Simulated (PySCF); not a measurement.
Molecule: `c1cncnc1`, C₄H₄N₂.

Geometry:
```
atom   x (Å)   y (Å)   z (Å)
  C1  -1.135   0.078   0.079
  C2  -0.484  -1.152   0.024
  N3   0.840  -1.250  -0.068
  C4   1.514  -0.104  -0.105
  N5   1.003   1.123  -0.060
  C6  -0.322   1.208   0.032
  H7  -2.221   0.152   0.153
  H8  -1.049  -2.092   0.054
  H9   2.605  -0.178  -0.180
 H10  -0.753   2.215   0.070
```

Geometry PBE0-D3(BJ)/def2-SVP throughout; GIAO in PySCF 2.14.0 with density-fitted response routines, gas phase, one conformer, non-relativistic; equivalent atoms averaged; basis pcSseg-2.

Question: How do the absolute shieldings σ depend on the functional? (ppm; last column core-seconds on shared hosts with different chips, so compare them loosely)

Answer: 
```tsv
functional	kind	C4	C2/C6	C1	N3/N5	H9	H8/H10	H7	core-s
HF	Hartree–Fock	18.7	19.0	67.8	-63.6	22.36	22.69	24.51	25
LDA	LDA	6.2	10.0	44.7	-87.8	21.15	21.81	23.40	32
PBE	GGA	10.6	14.6	49.3	-78.6	21.66	22.31	23.96	41
BLYP	GGA	6.1	10.1	45.1	-85.0	21.93	22.60	24.26	40
BP86	GGA	11.1	15.0	49.8	-77.4	21.74	22.40	24.04	38
OPBE	GGA	20.8	24.6	59.0	-60.6	21.66	22.28	23.96	41
KT2	GGA	23.5	27.6	60.8	-56.5	21.98	22.57	24.21	41
KT3	GGA	23.3	27.3	61.0	-55.2	22.13	22.71	24.39	39
B97-D	GGA	14.9	18.9	53.8	-68.1	22.00	22.63	24.30	41
B3LYP	global hybrid	8.3	11.7	48.6	-83.8	21.98	22.56	24.17	26
PBE0	global hybrid	13.4	16.5	53.7	-76.9	21.77	22.33	23.93	27
mPW1PW91	global hybrid	12.7	15.8	53.1	-78.2	21.83	22.40	23.99	26
WP04	global hybrid	1.2	4.8	43.1	-88.9	22.35	22.98	24.58	39
B97-2	global hybrid	15.9	19.1	56.1	-70.3	21.95	22.51	24.13	35
BHandHLYP	global hybrid	11.7	13.9	54.5	-79.8	22.08	22.56	24.18	34
CAM-B3LYP	range-separated hybrid	8.5	11.1	49.6	-82.1	21.92	22.45	24.02	47
wB97X-D	range-separated hybrid	12.2	14.8	53.1	-77.7	21.89	22.44	24.01	44
LC-wPBE	range-separated hybrid	11.0	12.6	53.0	-74.1	21.83	22.31	23.84	59
```

Question: Which nucleus moves most, in ppm?

Answer: N3/N5 (pyridine-type ring nitrogen): from -88.9 ppm with WP04 to -55.2 ppm with KT3. The smallest spread is 1.16 ppm, at H8/H10. Proton shifts span only some 12 ppm, so a few tenths of a ppm matter as much there as several ppm in carbon.
